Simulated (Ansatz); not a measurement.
Results of LDA in Ansatz (PAW) for cubic perovskite KTaO3.

Run with plane-wave cutoff 520 eV, 6×6×6 k mesh, scalar-relativistic PAW data made under PBE.

The cell has the measured lattice: a = b = c = 3.989 Å, α = β = γ = 90.00°.

**Question.** What does this level give for the elastic constant C12, Poisson ratio, Young modulus, Voigt–Reuss–Hill bulk modulus, elastic constant C11 and elastic constant C44?

**Answer.** 
- elastic constant C12: 71.0 GPa
- Poisson ratio: 0.230
- Young modulus: 312 GPa
- Voigt–Reuss–Hill bulk modulus: 192 GPa
- elastic constant C11: 435 GPa
- elastic constant C44: 99.1 GPa

Measured, for comparison: elastic constant C12 103 GPa, elastic constant C11 431 GPa, elastic constant C44 109 GPa (temperature not stated, not corrected to a static lattice; as tabulated in arXiv:2111.11352). Computed (rounded) less measured: elastic constant C12 -31 %, elastic constant C11 +0.9 %, elastic constant C44 -9 %.

Note: the cell isn't this level's own, so it is under some stress, which shifts stiffness and frequencies.

Elastic constants are with the ions relaxed.

Spin–orbit coupling is not included.

Computed values are for the static lattice.

Ansatz is a first-principles code.
